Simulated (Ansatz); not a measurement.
# CHSi (doublet): from Hartree-Fock to the top rungs at distance Si1–H3 = 1.225 Å, 6-31G

Aim: climb from Hartree-Fock through coupled cluster and multireference methods for CHSi (doublet) at one geometry and basis, and see what each rung misses.

Program: Ansatz 0.2.0, Gaussian basis. Level of theory: 6-31G, core rule «outside noble gas», up to 6 orbitals frozen. These are calculated values, not measurements.

To be run: UHF; CCSD(T) on ROHF; CCSD(T) on UHF; BCCD(T) on ROHF; CISD; CCSDT(Q) on ROHF; CCSDT(Q) on UHF; CISDTQ; CCSDTQ on ROHF; CASSCF and MRCISD+Q, 3 electrons in 3 orbitals; CASSCF and NEVPT2, 3 electrons in 3 orbitals; CASSCF and MRCISD+Q, 9 electrons in 9 orbitals; CASSCF and MRCISD+Q(relaxed), 9 electrons in 9 orbitals; CASSCF and NEVPT2, 9 electrons in 9 orbitals; Full CI.

24 further runs of the same task are left out: 5 for a known fault of the program, 16 that didn't finish, 3 set aside as unsound or not needed.

## Step 1: The geometry

The geometry derives from a PBE0/def2-TZVP stationary point (not a proven minimum). One bond is set to the value named and the two fragments are kept rigid.

3 atoms, charge 0, spin multiplicity 2.

Atoms are counted from 1 here; the program's logs count them from 0.

Bond lengths: Si1–C2 1.726 Å, Si1–H3 1.225 Å. Angles: C2–Si1–H3 180.0°.

## Step 2: UHF

Contents of in.yaml:

```yaml
crystal:
  periodic: [false, false, false]
  atoms:
    - {symbol: Si, position_ang: [0.000000, 0.000000, 0.167090]}
    - {symbol: C, position_ang: [0.000000, 0.000000, -1.559180]}
    - {symbol: H, position_ang: [0.000000, 0.000000, 1.392090]}
basis:
  gaussian: {orbitals: 6-31G}
magnetization: {spin_polarized: true, initial_magnetization: 1}
hamiltonian: {xc: hf}
output: {orbitals: {seedname: orbitals}}
```

On the command line:

```console
ansatz run in.yaml --threads 1 --pin off --events-out ev --progress --plain --max-ram 2393MiB
```

After this run come: CCSD(T) on ROHF; CCSD(T) on UHF; BCCD(T) on ROHF; CISD; CCSDT(Q) on ROHF; CCSDT(Q) on UHF; CISDTQ; CCSDTQ on ROHF; CASSCF and MRCISD+Q, 3 electrons in 3 orbitals; CASSCF and NEVPT2, 3 electrons in 3 orbitals; CASSCF and MRCISD+Q, 9 electrons in 9 orbitals; CASSCF and MRCISD+Q(relaxed), 9 electrons in 9 orbitals; CASSCF and NEVPT2, 9 electrons in 9 orbitals; Full CI.

**Question.** What will the summary of the whole plan be? Wanted: FCI below the RHF energy; RMP2 from FCI; UMP2 from FCI; RCCSD from FCI; RCCSD(T) from FCI; UCCSD(T) from FCI; RCCSDT(Q) from FCI; UCCSDT(Q) from FCI; NEVPT2 pair from FCI.

The runs gave:

```
                         quantity                                                                                       value
         FCI below the RHF energy                                                                                  -4.7435 eV
                    RMP2 from FCI                                                                                +78.7 kJ/mol
                    UMP2 from FCI                                                                               +153.7 kJ/mol
                   RCCSD from FCI                                                                                +28.0 kJ/mol
                RCCSD(T) from FCI                                                                                 +5.7 kJ/mol
                UCCSD(T) from FCI                                                                                +14.6 kJ/mol
               RCCSDT(Q) from FCI                                                                                 -0.9 kJ/mol
               UCCSDT(Q) from FCI                                                                                 +2.5 kJ/mol
             NEVPT2 pair from FCI                                                                               +101.4 kJ/mol
           MRCISD+Q pair from FCI                                                                                +31.5 kJ/mol
          NEVPT2 valence from FCI                                                                                +28.5 kJ/mol
levels within 1 kcal/mol (43 meV)  RCCSDT(Q), UCCSDT(Q), RCCSDTQ, MRCISD valence, MRCISD+Q valence, MRCISD+Q(relaxed) valence
                    T1 diagnostic                                                                                       0.051
   effectively unpaired electrons                                                                                        1.50
```

What this shows: RCCSD(T) misses by +5.7 kJ/mol, 1.2 % of the correlation energy. CCSD(T) misses by +5.7 kJ/mol on the restricted determinant and by +14.6 kJ/mol on the unrestricted one; the two need not hold the same state or core. RCCSDT(Q) falls below full CI, which methods that aren't variational can do. The occupations show some static correlation. Of the multireference levels listed MRCISD+Q(relaxed) valence comes nearest in total energy (-0.1 kJ/mol), which doesn't show that its space is the better one. Coupled cluster took another determinant than the lowest Hartree-Fock one. These misses are within one basis, not against nature; the frozen cores of restricted and unrestricted runs differ, which can shift their rows.
